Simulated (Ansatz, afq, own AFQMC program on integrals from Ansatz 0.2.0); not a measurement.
**BH3, triplet in 6-31G, levels against full CI**

```tsv
atom	x (Å)	y (Å)	z (Å)
B	-0.1537	0.0492	0.1876
H	0.2726	0.5882	-0.8933
H	0.5706	0.0491	1.1272
H	0.8059	-1.1647	-2.2461
```

Basis 6-31G. Noble-gas cores (and the filled d shells of Ga–Kr and In–Xe) are frozen. Ansatz 0.2.0 and our own AFQMC program on the same integrals; the CISD trial comes from CCSD amplitudes, and released means the phaseless constraint is let go. Uncertainties: one standard error, sampling alone.

Determinant: UHF, the one that the program's search chose, which needn't be the lowest solution. The geometry is a point of a scan.

Full CI on the same integrals is exact in this basis and with this determinant's frozen core.

Cautions: lower spins were not checked.

- T1 diagnostic: 0.0061
- weight of the determinant in the CISD state: 0.964
- ⟨S²⟩ of the determinant: 2.003
- size of the correlated space: 6 electrons in 14 orbitals

| level | correlation energy (eV) |
| --- | --- |
| MP2 | -1.0781 |
| CCSD | -1.4845 |
| CCSD(T) | -1.5024 |

**Question.** Estimate where phaseless AFQMC with a CISD trial lies against CCSD(T) on the same integrals.

**Answer.** 0.7 ± 0.05 kJ/mol below CCSD(T).

Reference: full CI, correlation energy -1.511 eV. The released energy is read at 2.40 1/Eh (meV from the phaseless value at times in 1/Eh: -0.3 ± 0.4 at 0.24, -0.4 ± 0.3 at 0.51, -1.17 ± 0.24 at 0.99, -1.7 ± 0.4 at 1.62, -1.9 ± 0.3 at 2.40).

```tsv
level	E − E(reference) (kJ/mol)	share of correlation (%)
CCSD(T)	0.8	99.42
CCSDT	0.0	99.98
CCSDT(Q)	0.0	100.00
CCSDTQ	0.0	100.00
ph-AFQMC/HF	0.8 ± 0.8	99.47
ph-AFQMC/CISD	0.2 ± 0.05	99.88
released AFQMC	0.0 ± 0.03	100.01
```

CCSDT and higher add their correlation energy to the determinant of the CCSD(T) run, since their own runs factorise the integrals more tightly (a shift of under 2 meV). Released energies are given only where the last usable release times agree within the noise; a slower fall can still hide under it.
